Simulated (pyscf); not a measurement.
Four-centre exchange: `[CH3][Sb]([CH3])[CH3]` + `[SH2]` → `[CH3][Sb]([CH3])[SH]` + `[CH4]`

Gas phase, singlet surface, charge 0. Bonds broken: Sb1–C2, S14–H15. Bonds formed: Sb1–S14, C2–H15. Structures and frequencies: ωB97X-D3(BJ)/def2-SVP in PySCF.

Transition state (Å):

```xyz
16

Sb     0.0214    -0.6286     0.7583
C      0.9142     1.4115    -0.3050
C     -1.8940    -0.7650    -0.1925
C     -0.7670     0.8646     2.1554
H      1.5546     1.7329    -1.1448
H     -0.0098     2.0033    -0.3339
H      1.4884     1.6199     0.6092
H     -1.9325    -1.6710    -0.8109
H     -2.0429     0.1166    -0.8336
H     -2.6786    -0.7766     0.5797
H     -1.4076     1.6153     1.6682
H     -1.3794     0.3081     2.8866
H      0.0394     1.3738     2.7048
S      0.9221    -1.2297    -1.9445
H      0.9167     0.2891    -0.9719
H     -0.2009    -0.8747    -2.6009
```

One imaginary mode, 1290i cm⁻¹; descent along it reached the two sides named.

```
bond     change  reactant side (Å)  saddle  product side
-------  ------  -----------------  ------  ------------
Sb1–C2   breaks              2.157   2.468           3.9
S14–H15  breaks              1.347   1.804           3.0
Sb1–S14   forms                3.9     2.9         2.433
C2–H15    forms                3.9   1.306         1.100
```

Electronic energies relative to the separated reactants (eV):

```json
[
 {"level": "ωB97X-D3(BJ)/def2-TZVP", "barrier": "1.89", "reaction energy": "-1.00", "reverse barrier": "2.90"},
 {"level": "PBE/def2-TZVP", "barrier": "1.63", "reaction energy": "-0.94", "reverse barrier": "2.58"},
 {"level": "r²SCAN/def2-TZVP", "barrier": "1.73", "reaction energy": "-0.96", "reverse barrier": "2.68"},
 {"level": "B3LYP-D3(BJ)/def2-TZVP", "barrier": "1.80", "reaction energy": "-0.96", "reverse barrier": "2.76"},
 {"level": "PBE0-D3(BJ)/def2-TZVP", "barrier": "1.73", "reaction energy": "-0.94", "reverse barrier": "2.67"},
 {"level": "M06-2X/def2-TZVP", "barrier": "1.83", "reaction energy": "-0.94", "reverse barrier": "2.76"},
 {"level": "ωB97M-D3(BJ)/def2-TZVP", "barrier": "1.97", "reaction energy": "-0.88", "reverse barrier": "2.85"},
 {"level": "HF/def2-TZVP", "barrier": "2.88", "reaction energy": "-0.92", "reverse barrier": "3.80"}
]
```

With ωB97M-D3(BJ)/def2-TZVP energies and thermal terms (ideal gas, 1 atm, RRHO with modes under 100 cm⁻¹ raised to 100, one conformer, R ln 2 for chiral ones without a mode under 150 cm⁻¹), in eV:

| T (K) | ΔH‡ | ΔG‡ | ΔH | ΔG |
|---|---|---|---|---|
| 298 | 1.92 | 2.39 | -0.80 | -0.80 |
| 600 | 1.94 | 2.86 | -0.81 | -0.80 |
| 900 | 1.98 | 3.31 | -0.82 | -0.79 |
| 1200 | 2.01 | 3.75 | -0.83 | -0.78 |

One saddle was located; it need not be the lowest between these sides. Elements past Kr carry the def2 core potentials, without spin-orbit coupling.
